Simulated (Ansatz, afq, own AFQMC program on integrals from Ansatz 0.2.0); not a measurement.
**BN, triplet: energetics from AFQMC and coupled cluster**

```json
{"atom": "B", "x (Å)": "0.0000", "y (Å)": "0.0000", "z (Å)": "0.0000"}
{"atom": "N", "x (Å)": "0.0000", "y (Å)": "0.0000", "z (Å)": "1.3155"}
```

Geometry: a PBE0/def2-TZVP stationary point, not shown to be a minimum. Basis cc-pVDZ. Only valence electrons are correlated. AFQMC by an in-house program on the Cholesky factors that Ansatz 0.2.0 writes for its CCSD(T) run. ph-AFQMC/CISD is guided by a CISD state made of CCSD amplitudes; releasing the constraint for a short imaginary time cuts its bias at the price of noise, slowly where states lie close. Uncertainties: one standard error, sampling alone.

Best estimates are CCSD(T) at the basis-set limit (def2-TZVPP/QZVPP) plus the step from CCSD(T) to the highest rung at hand in cc-pVDZ, named in the table (released AFQMC can keep some 10 meV of bias). No zero-point, core-correlation or spin–orbit terms. Other levels are in cc-pVDZ, the functionals in def2-TZVP; a dash marks a level that is missing or breaks spin symmetry for a member.

Cautions: BN (triplet): lower spins were not checked, raised T1 diagnostic (T1 0.045, weight of the determinant 0.88, largest double 0.10), the released energies are still falling, so no released level is given (meV from the phaseless value at times in 1/Eh: -10 ± 5 at 0.24, -19 ± 5 at 0.51, -22 ± 3 at 0.99, -35 ± 4 at 1.62, -39 ± 5 at 2.40), though the last usable value meets full CI within the noise, its ph-AFQMC/CISD value lies 36 ± 4 meV above full CI; BN⁺ (quartet): the released energies have errors that jump between times, so the bars are unsure, so no released level is given (meV from the phaseless value at times in 1/Eh: -7.1 ± 2.5 at 0.24, -8.6 ± 2.0 at 0.51, -42 ± 30 at 0.99, -18 ± 5 at 1.62, -17 ± 4 at 2.40), though the last usable value meets full CI within the noise, its ph-AFQMC/CISD value lies 15.4 ± 2.2 meV above full CI.

```tsv
process	best estimate (eV)	highest rung
to charge +1, quartet (vertical)	11.72	FCI
to free atoms	4.54	FCI
```

Errors against the best estimates in eV, the processes numbered in the order above:

```tsv
level	error, 1	error, 2
MP2	-0.52	-0.59
CCSD(T)	-0.44	-0.83
ph-AFQMC/CISD	-0.43 ± 0.005	-0.81 ± 0.004
CCSD(T)/CBS	-0.03	-0.05
PBE	0.06	0.75
r2SCAN	-0.10	0.35
PBE0	-0.20	0.27
B3LYP	-0.02	0.28
wB97M-V	-0.28	0.13
B2PLYP	-0.12	0.14
```

Cost at the first geometry (cards were shared with other jobs): PBE0/cc-pVDZ, 0.3 s on 1 thread of AMD EPYC 7R13 Processor (Zen 3), with other jobs on the host; UCCSD(T)/cc-pVDZ, 11 s on 1 × NVIDIA H100 80GB HBM3 with 1 thread of AMD EPYC 7R13 Processor (Zen 3), with other jobs on the host; CCSD(T)/def2-QZVPP, 12 s on 1 × NVIDIA H100 80GB HBM3 with 1 thread of AMD EPYC 7R13 Processor (Zen 3) (shared host); CCSDT(Q), 8.5 s on 1 × NVIDIA H100 80GB HBM3 with 1 thread of AMD EPYC 7R13 Processor (Zen 3), on a shared host; ph-AFQMC/CISD with release, 68 s on 1 × NVIDIA H100 80GB HBM3 with 2 threads of AMD EPYC 7R13 Processor (Zen 3), with other jobs on the host.

Best estimates are given only where the step beyond CCSD(T) is under 0.3 eV and no member's determinant is very poor (T1 over 0.05, or 0.07 for open shells, ⟨S²⟩ too high by 0.3, two states mixed), so the hardest cases are missing from such tables.

The functionals ran in a triple-zeta set and keep a basis error of their own, a few kJ/mol for each bond in atomization energies and more for double hybrids, so close places among them and the extrapolated levels can swap.

CCSDT and higher add their correlation energy to the determinant of the CCSD(T) run, since their own runs factorise the integrals more tightly (a shift of under 2 meV). Each member of a difference takes its own highest rung, so a best estimate needn't equal the limit plus the step of one row. A walk keeps the symmetry of its determinant, which the program's search chose and which needn't be the lowest solution, so a lower state of the same spin and another symmetry isn't excluded.
